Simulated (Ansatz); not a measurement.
`NC1(F)CO1` at its PBE0-D4/def2-TZVP geometry, where that method's forces vanish. Charge 0, multiplicity 1.

```json
{"atom": "N1", "x (Å)": "0.595", "y (Å)": "-0.432", "z (Å)": "-1.174"}
{"atom": "C2", "x (Å)": "-0.337", "y (Å)": "0.065", "z (Å)": "-0.256"}
{"atom": "F3", "x (Å)": "-1.370", "y (Å)": "0.625", "z (Å)": "-0.923"}
{"atom": "C4", "x (Å)": "-0.022", "y (Å)": "0.564", "z (Å)": "1.065"}
{"atom": "O5", "x (Å)": "-0.747", "y (Å)": "-0.670", "z (Å)": "0.852"}
{"atom": "H6", "x (Å)": "1.361", "y (Å)": "-0.891", "z (Å)": "-0.702"}
{"atom": "H7", "x (Å)": "0.154", "y (Å)": "-1.086", "z (Å)": "-1.810"}
{"atom": "H8", "x (Å)": "-0.614", "y (Å)": "1.376", "z (Å)": "1.475"}
{"atom": "H9", "x (Å)": "0.980", "y (Å)": "0.448", "z (Å)": "1.473"}
```

Q: For each bond, give half the difference of the two atoms' forces along it (eV/Å; positive pushes the atoms apart) under PBE-D4, r2SCAN-D4, B3LYP-D4, ωB97M-V in def2-TZVPP. (Estimate.)

A: The calculation gave: 
```tsv
bond	length (Å)	PBE-D4	r2SCAN-D4	B3LYP-D4	ωB97M-V
N1–C2	1.400	-0.08	-0.02	0.06	0.15
N1–H6	1.010	0.21	0.01	-0.05	-0.07
N1–H7	1.013	0.22	0.00	-0.04	-0.07
C2–F3	1.351	0.53	0.28	0.30	0.17
C2–C4	1.446	0.27	0.11	0.15	0.08
C2–O5	1.392	0.66	0.35	0.29	0.06
C4–O5	1.447	0.69	0.49	0.48	0.30
C4–H8	1.086	0.01	-0.10	-0.16	-0.15
C4–H9	1.087	-0.02	-0.09	-0.15	-0.14
```

B3LYP here is the variant with VWN-RPA as its local correlation; programs differ in this.

All numbers were calculated with Ansatz.
